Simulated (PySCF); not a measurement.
Functional benchmark on one molecule

Molecule: SMILES C=CC#CC, C5H6.

Cartesian coordinates in Å; atom numbers follow the order of the lines, from 1:
```xyz
11

C    -2.415    0.380    0.918
C    -1.579   -0.517    0.374
C    -0.200   -0.288    0.106
C     0.980   -0.116   -0.131
C     2.389    0.092   -0.413
H    -2.074    1.380    1.199
H    -3.464    0.132    1.093
H    -1.963   -1.509    0.106
H     3.014   -0.213    0.441
H     2.601    1.153   -0.620
H     2.711   -0.493   -1.289
```

Geometry PBE0-D3(BJ)/def2-SVP throughout; GIAO in PySCF 2.14, gas phase, one conformer, non-relativistic; equivalent atoms averaged; basis pcSseg-2.

Reference values (measured; solution, not stated per compound (mostly CDCl3 or CCl4); Pretsch, Buehlmann, Badertscher, Structure Determination of Organic Compounds, 4th ed. (2009)): δ(H8) = 5.62 ppm, δ(H7) = 5.24 ppm, δ(H6) = 5.39 ppm. Computed shifts are taken against TMS, calculated as an isolated molecule at each level.

Q: How do the functionals HF, LDA, PBE, BLYP, BP86, OPBE, KT2, KT3, B97-D, B3LYP, PBE0, mPW1PW91, WP04, B97-2, BHandHLYP, CAM-B3LYP, wB97X-D, LC-wPBE perform against the reference? Times are CPU seconds on shared hosts with different chips, so compare them loosely; the GGAs took longer than the global hybrids here, which isn't the general rule, and the cause wasn't traced.

A: 
```
functional                    kind    H8    H7    H6  mean abs. error H  core-s
        HF            Hartree–Fock  5.94  5.65  5.86               0.40      12
       LDA                     LDA  6.22  5.68  5.88               0.51      22
       PBE                     GGA  6.11  5.56  5.77               0.40      27
      BLYP                     GGA  6.04  5.44  5.68               0.30      30
      BP86                     GGA  6.09  5.54  5.75               0.38      27
      OPBE                     GGA  6.15  5.63  5.80               0.44      30
       KT2                     GGA  5.96  5.35  5.61               0.22      28
       KT3                     GGA  5.96  5.35  5.59               0.22      29
     B97-D                     GGA  6.03  5.46  5.68               0.31      28
     B3LYP           global hybrid  6.03  5.52  5.73               0.34      20
      PBE0           global hybrid  6.09  5.64  5.83               0.44      20
  mPW1PW91           global hybrid  6.07  5.62  5.81               0.42      20
      WP04           global hybrid  5.73  5.37  5.51               0.12      25
     B97-2           global hybrid  6.03  5.57  5.77               0.37      25
 BHandHLYP           global hybrid  5.98  5.58  5.79               0.37      25
 CAM-B3LYP  range-separated hybrid  6.04  5.62  5.82               0.41      34
   wB97X-D  range-separated hybrid  6.03  5.67  5.84               0.43      32
   LC-wPBE  range-separated hybrid  6.10  5.83  5.96               0.55      41
```

For ¹H the closest is WP04 (0.12 ppm) and the furthest LC-wPBE (0.55 ppm). One molecule is a small sample, and vibrational and solvent effects are absent from the calculation.
